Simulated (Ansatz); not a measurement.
System (SMILES): [C-]#[S+] (C-S).
Atoms: C1, S2. Bonds: C1-S2.

Basis-set convergence of the optimised C1-S2 bond length at CCSD(T) with Ansatz (a quantum-chemistry and plane-wave program). The reference of a correlated method is not its basis-set limit, which lies further on. All functions are spherical. Cores are frozen. No added dispersion term, no relativity. Reference: the value in def2-QZVPP, 1.5414 Å, itself unsure by roughly 0.0002 Å (its distance from cc-pV(Q+d)Z). Deviations are taken from unrounded values. Cost is core time over that of pcseg-2, rough, on shared machines of one kind; a dash marks a row that isn't timed (too short, read off another run, short of memory, by another algorithm or on other hardware). It counts the whole optimisation.

| basis | functions | optimised C1-S2 bond length (Å) | minus reference (Å) | cost |
|---|---|---|---|---|
| def2-SVP | 32 | 1.5476 | 0.0062 | - |
| pcseg-2 | 64 | 1.5413 | -0.0001 | 1× |
| def2-TZVP | 68 | 1.5443 | 0.0029 | 1× |
| def2-TZVPP | 73 | 1.5439 | 0.0025 | 2× |
| def2-TZVPPD | 88 | 1.5445 | 0.0031 | 4× |
| def2-QZVPP | 127 | 1.5414 | 0.0000 | 7× |

The smallest set listed that lies within 0.005 Å of the reference with all its larger relatives (same family, alike in diffuse functions; a set with none counts only in the reference's own line) is def2-TZVP (68 functions, 1× in cost, 0.0029 Å off). Inside, with no larger relative to test it: pcseg-2, def2-TZVPPD.
